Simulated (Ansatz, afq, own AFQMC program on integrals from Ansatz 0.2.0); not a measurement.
**AlNH2⁺, doublet: AFQMC among the cluster methods**

```csv
atom,x (Å),y (Å),z (Å)
Al,0.0000,0.0000,0.6968
N,0.0000,0.0000,-1.0992
H,0.0000,0.8223,-1.6887
H,0.0000,-0.8223,-1.6887
```

Connectivity, by distances: Al–NH2.

Basis aug-cc-pVDZ. Only valence electrons are correlated. Ansatz 0.2.0 and our own AFQMC program on the same integrals; the CISD trial comes from CCSD amplitudes, and released means the phaseless constraint is let go. Error bars are statistical, one sigma.

Determinant: UHF, the one that the program's search chose, which needn't be the lowest solution. The geometry is a PBE0/def2-TZVP stationary point of this or a neighbouring charge and spin state.

No full CI on the walks' own integrals is used here; CCSDT(Q) serves as the reference and is uncertain by about the last step of the cluster series.

Cautions: the released energies are still falling, so no released level is given (meV from the phaseless value at times in 1/Eh: -14 ± 3 at 0.24, -15 ± 3 at 0.51, -18 ± 4 at 0.99, -20 ± 5 at 1.62, -27 ± 7 at 2.40), though the last usable value meets CCSDT(Q) within the noise.

The T1 diagnostic is 0.0199, the weight of the determinant in the CISD state is 0.910 and the ⟨S²⟩ of the determinant is 0.755. The size of the correlated space is 9 electrons in 62 orbitals.

```json
{"level": "MP2", "correlation energy (eV)": "-5.7518"}
{"level": "CCSD", "correlation energy (eV)": "-6.1023"}
{"level": "CCSD(T)", "correlation energy (eV)": "-6.3112"}
```

Q: Estimate where phaseless AFQMC with the Hartree–Fock trial lies against CCSD(T) on the same integrals.

A: 1.95 ± 0.54 kcal/mol below CCSD(T).

Reference: CCSDT(Q), correlation energy -6.345 eV.

```tsv
level	E − E(reference) (kcal/mol)	share of correlation (%)
CCSD(T)	0.79	99.46
CCSDT	0.42	99.71
ph-AFQMC/HF	-1.16 ± 0.54	100.79
ph-AFQMC/CISD	0.49 ± 0.11	99.66
```

A walk keeps the symmetry of its determinant, which the program's search chose and which needn't be the lowest solution, so a lower state of the same spin and another symmetry isn't excluded.
